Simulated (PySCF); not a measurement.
**MgP: a composite coupled-cluster calculation**

State: ⁴Σ⁻, quartet, unpaired electrons σ ↑, π ↑↑. De refers to Mg + P. ROHF-based CCSD(T) in PySCF 2.14 with Mg cc-pCVDZ, P aug-cc-pV(D+d)Z and Mg cc-pCVTZ, P aug-cc-pV(T+d)Z (frozen core orbitals: 6; no relativity). Correlation energies are extrapolated as n⁻³ (n = 2, 3), Hartree–Fock as (n+1)·exp(−9√n). CV is the change on freezing 2 orbitals instead, in Mg cc-pCVTZ, P cc-pwCVTZ.

```csv
Level,Re (Å),ωe (cm⁻¹),ωexe (cm⁻¹),αe (cm⁻¹),De (eV)
CCSD(T)/DZ,2.5930,272.2,4.51,0.00258,0.349
CCSD(T)/TZ,2.5362,306.5,3.50,0.00212,0.546
HF/CBS,2.5014,359,n/a,0.00130,0.151
MP2/CBS,2.4988,341,n/a,n/a,0.605
CCSD/CBS,2.5121,325,n/a,0.00187,0.537
CCSD(T)/CBS,2.5207,316.2,3.23,0.00200,0.620
CCSD(T)/CBS+CV,2.5178,316.7,3.23,0.00201,0.623
```

Problem. How much is left between CCSD(T)/TZ and the basis-set limit, and how much do the triples give at the limit?

Solution. CCSD(T)/CBS less CCSD(T)/TZ: -15.5 mÅ in Re, +9.7 cm⁻¹ in ωe and +0.074 eV in De. CCSD(T)/CBS less CCSD/CBS: +8.6 mÅ in Re, -9.0 cm⁻¹ in ωe and +0.083 eV in De.

Problem. What do the later terms add?

Solution. CV: -2.9 mÅ in Re, +0.5 cm⁻¹ in ωe and +0.003 eV in De, each against the row above.

The T1 diagnostic is 0.030. The state was picked by a PBE0 search and need not be the measured ground state. Spin–orbit coupling, excitations beyond (T) and corrections to the Born–Oppenheimer picture are left out.

The whole job (state search and all basis sets along the bond) took about 74 min on 4 threads of Arm Neoverse N1 (shared host), peak memory 11 GiB.
